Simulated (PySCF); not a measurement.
Structure elucidation problem

Molecular formula: C₂H₅NO. Simulated spectra:

1H NMR (600 MHz, computed): δ 4.99 (br, 1H), 4.31 (br, 1H), 1.74 (s, 3H).

13C{1H} NMR (computed): δ 169.8 (C), 21.4 (CH3).

[PySCF 2.14.0 with density-fitted response routines: geometry: PBE0-D3(BJ)/def2-SVP; B3LYP/pcJ-1 coupling constants; shieldings: GIAO PBE/pcSseg-2; non-relativistic; equivalent nuclei averaged; gas phase; one computed conformer]

Shifts are taken against calculated references (same method and geometry level): TMS for 1H (31.18 ppm) and 13C (179.39 ppm).

Q: Deduce the structure.

A: 
- Rings plus π bonds: 1 (no ring in the answer).
- 2 carbon signals for 2 carbons: no two carbons are equivalent.
- Carbon types of the structure: 1 × C, 1 × CH3, leaving 2 H on heteroatoms.
- δC 169.8: amide carbonyl carbon; it is a carbonyl in resonance with an O or N lone pair, the region of acids, esters and amides.
- δC 21.4: methyl carbon α to a carbonyl; the adjacent C=O deshields it moderately.
- δH 4.99, 4.31: hydrogen on an amide-type nitrogen; exchangeable, gas-phase position.
- δH 1.74: hydrogen on a methyl carbon α to a carbonyl; α to C=O.

Structure: Acetamide (SMILES CC(N)=O).

OH and NH positions are those of a molecule without intermolecular hydrogen bonds; in solution they move with solvent, concentration and temperature, and exchange usually removes their couplings. Rotation about the amide-type C–N bond is slow at room temperature, so the two groups on nitrogen are listed apart. Shifts are as computed, not scaled to solution data. Of 1211 compounds with measured shifts, 218 miss one by over three times the rms of a fit or turn the order of signals round; such compounds aren't used in these exercises. Hydrogen bonding in solution deshields acid and N–H amide carbonyl carbons by as much as 10 ppm beyond these values.
